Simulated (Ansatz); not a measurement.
A barrier at the coupled-cluster level

Start structure (CH$_{6}$BN, singlet), relaxed at PBE0-D4/def2-TZVP:

B1  (-0.476, 0.066, -0.336)
C2  (0.299, 0.790, 0.819)
N3  (-0.042, -1.144, -0.869)
H4  (0.784, -1.621, -0.549)
H5  (-1.479, 0.539, -0.802)
H6  (1.195, 0.263, 1.159)
H7  (0.598, 1.796, 0.505)
H8  (-0.356, 0.937, 1.684)
H9  (-0.524, -1.624, -1.609)
(Å)

The step: CH₆BN ([CH3][BH][NH2]) → BNH₂ ([BH][NH]) + CH₄; bonds formed: C2–H4; bonds broken: B1–C2, N3–H4. Program: Ansatz 0.2.0. Basis: def2-TZVPP and def2-QZVPP. Cores are frozen in the correlated methods. Extrapolation: Hartree–Fock as exp(−7.88 √X), correlation as X^−2.97. Energies below are by CCSD(T) at an estimated basis limit (MP2 extrapolated from triple and quadruple zeta, plus CCSD(T) − MP2 in triple zeta).

What are the electronic barrier and the energy of the step, from the start structure to the end structure? (An estimate is asked for; the value comes from the calculation.)

By the calculation: Barrier 340.9 kJ/mol; step energy 132.8 kJ/mol (uphill); reverse barrier, their difference, 208.2 kJ/mol. Barrier and step energy count from the start structure, the reverse barrier from the end structure.

The saddle point: One imaginary mode of 1370i cm⁻¹.
```csv
pair,start (Å),saddle (Å),end (Å)
C2–H4,2.81,1.30,1.09
B1–C2,1.57,1.81,3.66
N3–H4,1.01,1.41,3.26
```

Zero-point energy (harmonic, PBE0-D4): ZPE is 201.4 kJ/mol at the start and 180.3 kJ/mol at the saddle, so the barrier goes from 340.9 to 319.9 kJ/mol.

First-order rate constant out of the start structure at 298 K by transition-state theory, with harmonic vibrational free energies alone and no tunnelling: ΔA‡ = 319.8 kJ/mol, so k = (kB T/h) exp(−ΔA‡/kB T) ≈ 10^-43 s⁻¹ (an order of magnitude at best: rotation, the number of equivalent paths and anharmonicity are left out).

No T1 diagnostic of these runs exceeds 0.015.

Labels in which every atom is bracketed show which atoms are joined, not bond orders.

For scale, one of the runs: CCSD(T)/def2-TZVPP, 177 basis functions, launched by `ansatz run in.yaml --threads 2 --pin off --events-out ev --progress --plain --max-ram 4352MiB`. Time: 16 s of wall clock on 2 CPU threads of an Intel Xeon Platinum 8488C; the host was shared. Peak host memory: 1.7 GiB.
